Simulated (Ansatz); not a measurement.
# SiH4O2 (built from SMILES O[SiH2]O): search for a transition state

Aim: find the saddle point of a 1,2-elimination that is to form O2–H4 and break Si1–O2, O3–H4, prove it by its vibrations, and relax downhill on both sides to see what it joins.

Computed with Ansatz 0.2.0, Gaussian basis. Level: PBE0-D4, def2-SVP first, then def2-TZVP.

114 further runs of the same task are left out: 114 set aside as unsound or not needed.

### Step 1. The system as given

The guess: 7 atoms, charge 0, spin multiplicity 1.

Atoms are counted from 1 here; the program's logs count them from 0.

Bond lengths: Si1–O3 1.563 Å, Si1–H5 1.455 Å, Si1–H6 1.449 Å, O2–H7 0.956 Å. Angles: O3–Si1–H5 121.3°, O3–Si1–H6 121.7°, H5–Si1–H6 114.5°.

As a file:

```
Si   -0.27510   -0.15040    0.77660
O     0.47800    0.66210   -0.96820
O     0.56920   -1.34650    0.22930
H     0.83020   -0.54430   -0.73430
H    -1.72000   -0.10510    0.60900
H     0.23900    0.74220    1.79580
H    -0.12130    0.74200   -1.70820
```

Distances that are to change: O2–H4 1.28 Å, Si1–O2 2.07 Å, O3–H4 1.28 Å.

### Step 2. Constrained relaxation of the guess

Input file hold/in.yaml:

```yaml
crystal:
  periodic: [false, false, false]
  atoms:
    - {symbol: Si, position_ang: [-0.275100, -0.150400, 0.776600]}
    - {symbol: O, position_ang: [0.478000, 0.662100, -0.968200]}
    - {symbol: O, position_ang: [0.569200, -1.346500, 0.229300]}
    - {symbol: H, position_ang: [0.830200, -0.544300, -0.734300]}
    - {symbol: H, position_ang: [-1.720000, -0.105100, 0.609000]}
    - {symbol: H, position_ang: [0.239000, 0.742200, 1.795800]}
    - {symbol: H, position_ang: [-0.121300, 0.742000, -1.708200]}
basis:
  gaussian: {orbitals: def2-SVP}
hamiltonian: {xc: pbe0, dispersion: d4}
relax: {f_tol: 0.08, max_steps: 120, escape_saddle: false, constraints: [{distance: [1, 3]}, {distance: [0, 1]}, {distance: [2, 3]}]}
```

On the command line:

```sh
$ ansatz run in.yaml --threads 2 --pin off --events-out ev --progress --plain --max-ram 4352MiB
```

What it wrote, cut to the lines that bear on the results:

```text
Functional definition: PBE0
  name "PBE0"
  cite "Adamo & Barone, J. Chem. Phys. 110, 6158 (1999) doi:10.1063/1.478522"
  cite "Perdew, Burke & Ernzerhof, Phys. Rev. Lett. 77, 3865 (1996) doi:10.1103/PhysRevLett.77.3865"
  parent pbe
[...]
673 factors; integrals over basis functions are off by at most 3.4e-4 eV
[...]
mean field -12023.07015215 eV, -441.8396785618 hartree, gradient 3.0e-5 eV, S^2 0.000000; 0 other end points of the search recorded, 0 dependent functions left out
[...]
reference -12023.07017346 eV, -441.8396793449 hartree; 17, 17 occupied and 49, 49 virtual orbitals, 673 factors
relax step   1: F+E_penalty+E_count = -12023.14721811 eV  Δ(F+E_penalty+E_count) = +0.000e0 eV  max|allowed force component| = 1.505e0 eV/Å  Δτ_max = 0.0000 Å  (23 SCF iters, accepted)
[...]
relax step   3: F+E_penalty+E_count = -12023.23886057 eV  Δ(F+E_penalty+E_count) = -1.515e-2 eV  max|allowed force component| = 1.364e-1 eV/Å  Δτ_max = 0.0368 Å  (24 SCF iters, accepted)
[...]
relax step   4: F+E_penalty+E_count = -12023.23973528 eV  Δ(F+E_penalty+E_count) = -8.747e-4 eV  max|allowed force component| = 3.208e-2 eV/Å  Δτ_max = 0.0098 Å  (25 SCF iters, accepted)
  distance O 1 - H 3 held at 1.278341 Å   reaction = +2.3299e-2 eV/Å
  distance Si 0 - O 1 held at 2.066795 Å   reaction = +2.0923e0 eV/Å
  distance O 2 - H 3 held at 1.280692 Å   reaction = +8.2030e-1 eV/Å
673 factors; integrals over basis functions are off by at most 3.5e-4 eV
[...]
mean field -12023.16340890 eV, -441.8431056841 hartree, gradient 1.2e-5 eV, S^2 0.000000; 1 other end points of the search recorded, 0 dependent functions left out
[...]
reference -12023.16343010 eV, -441.8431064632 hartree; 17, 17 occupied and 49, 49 virtual orbitals, 673 factors
Total energy: -12023.23975648 eV, -441.8459114060 hartree
Atom 0 at    -0.258473    -0.125587     0.748663 Å, force     0.776088     0.805149    -1.776398 eV/Å
Atom 1 at     0.508924     0.665313    -0.999828 Å, force    -0.755053    -0.803552     1.782778 eV/Å
Atom 2 at     0.597707    -1.372483     0.222858 Å, force     0.132820     0.537190    -0.613626 eV/Å
Atom 3 at     0.812408    -0.547443    -0.732853 Å, force    -0.160002    -0.498220     0.602503 eV/Å
Atom 4 at    -1.742319    -0.098331     0.622613 Å, force     0.013567     0.001610    -0.004012 eV/Å
Atom 5 at     0.219570     0.742321     1.854035 Å, force    -0.003044    -0.010093    -0.005091 eV/Å
Atom 6 at    -0.137817     0.736209    -1.715490 Å, force    -0.004376    -0.032083     0.013848 eV/Å
Dipole moment:    -0.486866     0.351169    -0.039398 e Å
```

It took 4.9 s on 2 threads of Arm Neoverse V1, shared host.

The steps of the relaxation:

| step | energy from step 1 (eV) | largest force component (eV/Å) |
| --- | --- | --- |
| 1 | 0.0000 | 1.5052 |
| 2 | -0.0765 | 0.6701 |
| 3 | -0.0916 | 0.1364 |
| 4 | -0.0925 | 0.0321 |

Close pairs (by a distance rule), those that changed most:

| bond | before (Å) | after (Å) | change (Å) |
| --- | --- | --- | --- |
| Si1–O3 | 1.563 | 1.601 | +0.038 |
| Si1–H6 | 1.449 | 1.484 | +0.035 |
| Si1–H5 | 1.455 | 1.489 | +0.034 |
| O2–H7 | 0.956 | 0.967 | +0.012 |

### Step 3. A starting Hessian

Input file hessian/in.yaml:

```yaml
crystal:
  periodic: [false, false, false]
  atoms:
    - {symbol: Si, position_ang: [-0.258473, -0.125587, 0.748663]}
    - {symbol: O, position_ang: [0.508924, 0.665313, -0.999828]}
    - {symbol: O, position_ang: [0.597707, -1.372483, 0.222858]}
    - {symbol: H, position_ang: [0.812408, -0.547443, -0.732853]}
    - {symbol: H, position_ang: [-1.742319, -0.098331, 0.622613]}
    - {symbol: H, position_ang: [0.219570, 0.742321, 1.854035]}
    - {symbol: H, position_ang: [-0.137817, 0.736209, -1.715490]}
basis:
  gaussian: {orbitals: def2-SVP}
hamiltonian: {xc: pbe0, dispersion: d4}
phonons: {}
scf: {lower_state_search: off}
```

On the command line:

```sh
$ ansatz run in.yaml --threads 2 --pin off --events-out ev --progress --plain --max-ram 4352MiB
```

What it wrote, cut to the lines that bear on the results:

```text
[... 5 set-up lines as earlier in the session ...]
[...]
672 factors; integrals over basis functions are off by at most 3.5e-4 eV
[...]
mean field -12023.16341123 eV, -441.8431057697 hartree, gradient 4.0e-6 eV, S^2 0.000000; 0 other end points of the search recorded, 0 dependent functions left out
[...]
reference -12023.16343239 eV, -441.8431065475 hartree; 17, 17 occupied and 49, 49 virtual orbitals, 672 factors
[... from here to the last solve, the lines of the solves are left out (41 solves) ...]
672 factors; integrals over basis functions are off by at most 3.5e-4 eV
mean field -12023.16328687 eV, -441.8431011999 hartree, gradient 1.9e-6 eV, S^2 0.000000; 0 other end points of the search recorded, 0 dependent functions left out
[...]
WARN: phonons: modes at or below zero, which the zero-point energy, F, S and C_V leave out: 1, the lowest at -1500.16 cm⁻¹. A minimum has none, and a first-order saddle one
[...]
Total energy: -12023.23975877 eV, -441.8459114903 hartree
Atom 0 at    -0.258473    -0.125587     0.748663 Å, force     0.776092     0.805117    -1.776429 eV/Å
Atom 1 at     0.508924     0.665313    -0.999828 Å, force    -0.755054    -0.803534     1.782781 eV/Å
Atom 2 at     0.597707    -1.372483     0.222858 Å, force     0.132797     0.537206    -0.613579 eV/Å
Atom 3 at     0.812408    -0.547443    -0.732853 Å, force    -0.159985    -0.498231     0.602466 eV/Å
Atom 4 at    -1.742319    -0.098331     0.622613 Å, force     0.013570     0.001609    -0.004006 eV/Å
Atom 5 at     0.219570     0.742321     1.854035 Å, force    -0.003040    -0.010090    -0.005085 eV/Å
Atom 6 at    -0.137817     0.736209    -1.715490 Å, force    -0.004380    -0.032077     0.013851 eV/Å
Dipole moment:    -0.486864     0.351169    -0.039398 e Å
Vibrations: -1500.16 343.60 454.92 499.75 595.60 675.19 791.89 854.82 991.68 1097.14 1333.00 1859.28 2254.38 2285.00 3855.14 cm⁻¹, zero-point energy 1.109124 eV
Checks for a lower state left out: stability, starts, cluster_reference, orbital_swaps, neighbouring_geometries, increment
```

Wall time 25 s (2 threads of Arm Neoverse V1, shared host).

The structure is not stationary yet, so these wavenumbers are no spectrum; the search needs only the force constants.

### Step 4. Saddle search in the small basis

A small driver takes partitioned rational-function steps: uphill along one mode, downhill along the rest. It calls the program once a step for energy and forces and updates the Hessian by Bofill's formula. It stops when the largest force is under 0.03 eV/Å and the followed curvature is negative. The first step's input:

Input file presaddle/in.yaml:

```yaml
crystal:
  periodic: [false, false, false]
  atoms:
    - {symbol: Si, position_ang: [-0.258473, -0.125587, 0.748663]}
    - {symbol: O, position_ang: [0.508924, 0.665313, -0.999828]}
    - {symbol: O, position_ang: [0.597707, -1.372483, 0.222858]}
    - {symbol: H, position_ang: [0.812408, -0.547443, -0.732853]}
    - {symbol: H, position_ang: [-1.742319, -0.098331, 0.622613]}
    - {symbol: H, position_ang: [0.219570, 0.742321, 1.854035]}
    - {symbol: H, position_ang: [-0.137817, 0.736209, -1.715490]}
basis:
  gaussian: {orbitals: def2-SVP}
hamiltonian: {xc: pbe0, dispersion: d4}
output: {forces: true}
scf: {lower_state_search: off}
```

On the command line:

```sh
$ ansatz run in.yaml --threads 2 --pin off --events-out ev --progress --plain --max-ram 4352MiB
```

Step by step:

| step | energy (eV) | largest force (eV/Å) | followed curvature (eV/Å²) |
| --- | --- | --- | --- |
| 1 | -12023.23976 | 1.7828 | -14.65 |
| 2 | -12023.36810 | 0.6584 | -14.48 |
| 3 | -12023.35300 | 0.2750 | -11.59 |
| 4 | -12023.34773 | 0.2765 | -11.23 |
| 5 | -12023.35208 | 0.2207 | -10.15 |
| 6 | -12023.35197 | 0.0567 | -9.14 |
| 7 | -12023.35218 | 0.0115 | -9.03 |

The 7 steps took 5.2 s in all (2 threads of Arm Neoverse V1, shared host).

### Step 5. Saddle search in triple zeta

The search itself is an outer loop (partitioned rational-function steps, Bofill update of the Hessian). Each step is one single-point run with forces. It stops when the largest force is under 0.008 eV/Å and the followed curvature is negative. The first step's input:

Input file saddle/in.yaml:

```yaml
crystal:
  periodic: [false, false, false]
  atoms:
    - {symbol: Si, position_ang: [-0.227053, -0.168005, 0.727070]}
    - {symbol: O, position_ang: [0.456602, 0.601776, -0.885934]}
    - {symbol: O, position_ang: [0.581460, -1.450075, 0.300232]}
    - {symbol: H, position_ang: [0.822101, -0.400183, -0.845754]}
    - {symbol: H, position_ang: [-1.705410, -0.046741, 0.542361]}
    - {symbol: H, position_ang: [0.228692, 0.767221, 1.791763]}
    - {symbol: H, position_ang: [-0.156392, 0.696006, -1.629738]}
basis:
  gaussian: {orbitals: def2-TZVP}
hamiltonian: {xc: pbe0, dispersion: d4}
output: {forces: true}
scf: {lower_state_search: off}
```

On the command line:

```sh
$ ansatz run in.yaml --threads 2 --pin off --events-out ev --progress --plain --max-ram 4352MiB
```

Step by step:

| step | energy (eV) | largest force (eV/Å) | followed curvature (eV/Å²) |
| --- | --- | --- | --- |
| 1 | -12031.50776 | 0.5744 | -9.03 |
| 2 | -12031.52424 | 0.0453 | -8.96 |
| 3 | -12031.52419 | 0.0466 | -5.92 |
| 4 | -12031.52401 | 0.0657 | -7.67 |
| 5 | -12031.52425 | 0.0078 | -7.98 |

The 5 steps took 5.8 s in all (2 threads of Arm Neoverse V1, shared host).

The point found:

```xyz
7
H4O2Si
Si   -0.2182   -0.1641    0.7065
O     0.4513    0.5913   -0.8732
O     0.5778   -1.4471    0.3218
H     0.8158   -0.4117   -0.8477
H    -1.6927   -0.0556    0.5291
H     0.2294    0.7677    1.7697
H    -0.1636    0.7194   -1.6062
```

Followed mode, largest move set to 1: H4 (-0.01, 0.82, -0.57); O3 (-0.30, -0.27, 0.41); Si1 (-0.07, -0.27, 0.25); O2 (0.23, -0.14, -0.08).

### Step 6. Vibrations at the point found

Input file vib/in.yaml:

```yaml
crystal:
  periodic: [false, false, false]
  atoms:
    - {symbol: Si, position_ang: [-0.218153, -0.164053, 0.706494]}
    - {symbol: O, position_ang: [0.451331, 0.591281, -0.873193]}
    - {symbol: O, position_ang: [0.577816, -1.447069, 0.321781]}
    - {symbol: H, position_ang: [0.815847, -0.411675, -0.847674]}
    - {symbol: H, position_ang: [-1.692679, -0.055579, 0.529129]}
    - {symbol: H, position_ang: [0.229392, 0.767666, 1.769666]}
    - {symbol: H, position_ang: [-0.163554, 0.719430, -1.606204]}
basis:
  gaussian: {orbitals: def2-TZVP}
hamiltonian: {xc: pbe0, dispersion: d4}
phonons: {temperatures: {t_min: 298.15, t_max: 900, t_step: 200}}
```

On the command line:

```sh
$ ansatz run in.yaml --threads 2 --pin off --events-out ev --progress --plain --max-ram 4352MiB
```

What it wrote, cut to the lines that bear on the results:

```text
[... 5 set-up lines as earlier in the session ...]
[...]
746 factors; their error is unknown
[...]
mean field -12031.44693495 eV, -442.1475196516 hartree, gradient 1.6e-5 eV, S^2 0.000000; 0 other end points of the search recorded, 0 dependent functions left out
[...]
reference -12031.44696062 eV, -442.1475205952 hartree; 17, 17 occupied and 106, 106 virtual orbitals, 746 factors
[... from here to the last solve, the lines of the solves are left out (41 solves) ...]
746 factors; their error is unknown
mean field -12031.44683025 eV, -442.1475158041 hartree, gradient 1.9e-6 eV, S^2 0.000000; 0 other end points of the search recorded, 0 dependent functions left out
[...]
reference -12031.44685593 eV, -442.1475167480 hartree; 17, 17 occupied and 106, 106 virtual orbitals, 746 factors
WARN: phonons: modes at or below zero, which the zero-point energy, F, S and C_V leave out: 1, the lowest at -550.85 cm⁻¹. A minimum has none, and a first-order saddle one
Total energy: -12031.52424854 eV, -442.1503608737 hartree
Atom 0 at    -0.218153    -0.164053     0.706494 Å, force    -0.001640    -0.001956     0.001583 eV/Å
Atom 1 at     0.451331     0.591281    -0.873193 Å, force     0.001838    -0.002267    -0.007851 eV/Å
Atom 2 at     0.577816    -1.447069     0.321781 Å, force     0.000193     0.001761     0.003399 eV/Å
Atom 3 at     0.815847    -0.411675    -0.847674 Å, force    -0.003125     0.003626    -0.001603 eV/Å
Atom 4 at    -1.692679    -0.055579     0.529129 Å, force    -0.001308    -0.001468     0.001509 eV/Å
Atom 5 at     0.229392     0.767666     1.769666 Å, force     0.000109    -0.001188    -0.001518 eV/Å
Atom 6 at    -0.163554     0.719430    -1.606204 Å, force     0.003933     0.001493     0.004482 eV/Å
Dipole moment:    -0.376070     0.640133    -0.426862 e Å
Vibrations: -550.85 448.93 477.37 533.01 662.12 782.85 792.71 911.23 1002.63 1153.74 1435.37 2204.52 2240.62 2423.81 3825.09 cm⁻¹, zero-point energy 1.171278 eV
```

Wall time 51 s (2 threads of Arm Neoverse V1, shared host).

The modes, with what each moves most:

| mode | wavenumber (cm⁻¹) | character |
| --- | --- | --- |
| 1 | 551i | changes O2–H4, O3–H4 |
| 2 | 449 | Si–O stretch with bend |
| 3 | 477 | torsion with bend |
| 4 | 533 | bend |
| 5 | 662 | bend with torsion |
| 6 | 783 | bend |
| 7 | 793 | bend |
| 8 | 911 | bend |
| 9 | 1003 | bend with torsion |
| 10 | 1154 | Si–O stretch |
| 11 | 1435 | bend |
| 12 | 2205 | Si–H stretch |
| 13 | 2241 | Si–H stretch |
| 14 | 2424 | O–H stretch |
| 15 | 3825 | O–H stretch |

Vibrational sums (real modes only):

| T (K) | entropy (J/mol/K) | heat capacity (J/mol/K) |
| --- | --- | --- |
| 298 | 13.3 | 30.5 |
| 498 | 35.2 | 54.9 |
| 698 | 56.4 | 70.4 |
| 898 | 75.5 | 81.1 |

[end of part 1 of 2]
